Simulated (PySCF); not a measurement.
Work out the structure from these simulated measurements.

Formula: C4H11OP.

| Property | Result |
| --- | --- |
| 13C NMR | chemical shifts (computed TMS as zero) by class: 25.5 (2 C), 8.6 (2 C) ppm [GIAO B97-2/pcSseg-2] |
| Dipole | 4.36 D [B97-2/pcSseg-2] |
| 1H NMR | chemical shifts (computed TMS as zero) by class: 6.90 (1 H), 1.59 (2 H), 1.50 (2 H), 1.10 (6 H) ppm [GIAO B97-2/pcSseg-2] |
| Rotational structure | rotational constants A, B, C: 4.117, 1.983, 1.452 GHz [PBE0-D3(BJ)/def2-TZVP] |
| NMR, other nuclei | isotropic shieldings of nuclei other than C and H, by class: 249 (1 O), 292 (1 P) ppm [GIAO B97-2/pcSseg-2] |

Electronic properties: PySCF, gas phase, density fitting. Levels stand in brackets. One conformer (not necessarily the lowest) at the PBE0-D3(BJ)/def2-TZVP geometry, without solvent, vibrations or thermal averaging. NMR classes are plain means over equivalent atoms (diastereotopic ones count apart unless rotation or inversion swaps them), as if these changed places fast.

Question: Propose a structure and show how it fits.

Answer: Numbering: `[CH3:1][CH2:2][PH:3](=[O:4])[CH2:5][CH3:6]`. 4 carbons fall into 2 classes; from least to most shielded: sp3 carbon bound to phosphorus [C2/C5] (25.5 ppm, 2 C, up to 2.0 ppm apart in this geometry), methyl carbon [C1/C6] (8.6 ppm, 2 C). Hydrogen classes from least to most shielded: 1 H on a phosphoryl phosphorus, P3 (6.90 ppm), 2 H on 2 like atoms (sp3 carbon bound to phosphorus), C2/C5 (1.59 ppm, a mean of values up to 0.5 ppm apart in this geometry), 2 H on 2 like atoms (sp3 carbon bound to phosphorus), C2/C5 (1.50 ppm), 6 H on 2 methyl carbons, C1/C6 (1.10 ppm, a mean of values up to 1.1 ppm apart in this geometry). The other shieldings belong to: 249 ppm, phosphoryl oxygen [O4]; 292 ppm, phosphoryl phosphorus [P3]. The optimised geometry has point group C1 and is an asymmetric top. Structure: `CC[PH](=O)CC`. The assignments are read from this structure; whether some other isomer fits the data as well wasn't checked.

The values belong to the conformer `[CH3:1][CH2:2][PH:3](=[O:4])[CH2:5][CH3:6]`: C1–C2–P3–O4 -176°, C2–P3–C5–C6 -179°.
